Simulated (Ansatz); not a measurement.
**BSiH5 (BH2(SiH3)): methods side by side**

The species is BSiH5 (7 atoms), meant as a singlet with charge 0. As SMILES, `[H]B([H])[SiH3]`. Geometry: relaxed at GFN2-xTB.

Each level gives the electronic atomisation energy (eV). The values are calculated. Electronic energies at fixed atoms, without zero-point motion or spin-orbit coupling.

```csv
level,kind,program,value (eV),less FCI/STO-3G,CPU time (all runs)
BLYP/STO-3G,GGA,Ansatz,29.39,+3.47,2.1 s
PBE/STO-3G,GGA,Ansatz,29.60,+3.68,1.6 s
r2SCAN/STO-3G,meta-GGA,Ansatz,29.56,+3.64,5.1 s
HSE06/STO-3G,range-separated hybrid,Ansatz,29.30,+3.38,2.1 s
wB97X/STO-3G,range-separated hybrid,Ansatz,29.40,+3.48,6.8 s
RPA@PBE/STO-3G,RPA,Ansatz,25.51,-0.41,2.3 s
CCSD(T)/STO-3G,coupled cluster or CI,Ansatz,25.91,-0.01,0.28 s
CCSDTQ/STO-3G,coupled cluster or CI,Ansatz,25.92,0.00,5.1 s
FCI/STO-3G,exact in the basis,Ansatz,25.92,0.00,10 s
```

FCI/STO-3G is exact within its basis and frozen core, so for wave-function methods in that basis the difference is their error; functionals converge differently with the basis, so for them it is only a difference. The values span 25.51 to 29.60 eV. All rows use very small basis sets, so none should be taken for the real molecule's value. Times are those of the runs behind each value, whatever else they computed, on shared processors of several kinds: orders of magnitude only.
